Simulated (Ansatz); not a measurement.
Input file:

```yaml
crystal:
  periodic: [false, false, false]
  atoms:
    - {symbol: Ge, position_ang: [-0.916833, 0.000000, 0.000000]}
    - {symbol: H, position_ang: [-1.428283, 1.446599, 0.000000]}
    - {symbol: H, position_ang: [-1.428283, -0.723300, 1.252792]}
    - {symbol: H, position_ang: [-1.428283, -0.723299, -1.252792]}
    - {symbol: H, position_ang: [0.805167, 0.000000, 0.000000]}
    - {symbol: Si, position_ang: [2.496167, 0.000000, 0.000000]}
basis:
  gaussian: {orbitals: "6-31G*"}
magnetization: {spin_polarized: false, initial_magnetization: 2}
correlation: {method: ccsd_t, electrons: outside_noble_gas}
scf: {omitted_lower_state_checks: [cluster_reference]}
```

```sh
$ ansatz run in.yaml --threads 1 --pin off --events-out ev --progress --plain --max-ram 2393MiB
```

Log:

```
these checks for a lower state are left out or cut short: cluster_reference
603 factors; integrals over basis functions are off by at most 7.9e-4 eV
mean field evaluation 1: about -64386.4704 eV, gradient 1.2e1 eV
mean field evaluation 2: about -64386.4843 eV, gradient 1.2e1 eV
mean field evaluation 4: about -64387.3543 eV, gradient 2.3e0 eV
mean field evaluation 8: about -64387.3652 eV, gradient 5.0e-4 eV
mean field evaluation 16: about -64386.2610 eV, gradient 1.0e0 eV
mean field evaluation 32: about -64387.3652 eV, gradient 2.8e-3 eV
mean field evaluation 64: about -64386.2598 eV, gradient 1.0e0 eV
mean field -64387.36517310 eV, -2366.1920267877 hartree, gradient 2.5e-6 eV, S^2 2.000000; 6 other end points of the search recorded, 0 dependent functions left out
19 core orbitals not correlated: weight in the atoms' cores, before any rotation towards them, 1.000 or more for the frozen orbitals, at most 0.000 for the correlated occupied ones
reference -64387.36517310 eV, -2366.1920267877 hartree; 7, 5 occupied and 36, 38 virtual orbitals, 603 factors
second order -3.63693122 eV of doubles, -0.06975095 eV of singles
cycle   1  -4.47266993 eV  change   -7.7e-1 eV  update   7.8e-2
cycle   2  -4.80398619 eV  change   -3.3e-1 eV  update   3.0e-2
cycle   3  -4.81849941 eV  change   -1.5e-2 eV  update   8.0e-3
cycle   4  -4.81846320 eV  change    3.6e-5 eV  update   3.0e-3
cycle   5  -4.81863732 eV  change   -1.7e-4 eV  update   1.3e-3
cycle   6  -4.81820923 eV  change    4.3e-4 eV  update   4.4e-4
cycle   7  -4.81826689 eV  change   -5.8e-5 eV  update   1.8e-4
cycle   8  -4.81838140 eV  change   -1.1e-4 eV  update   6.5e-5
cycle   9  -4.81835580 eV  change    2.6e-5 eV  update   2.5e-5
cycle  10  -4.81835434 eV  change    1.5e-6 eV  update   1.2e-5
perturbative correction -0.11942021 eV, -0.0043886118 hartree
Total energy: -64392.30294765 eV, -2366.3734866556 hartree
Checks for a lower state left out: cluster_reference
```

Ran on 1 thread of AMD EPYC 9R05, shared host: 1.5 s wall, 0.16 GiB peak host memory.
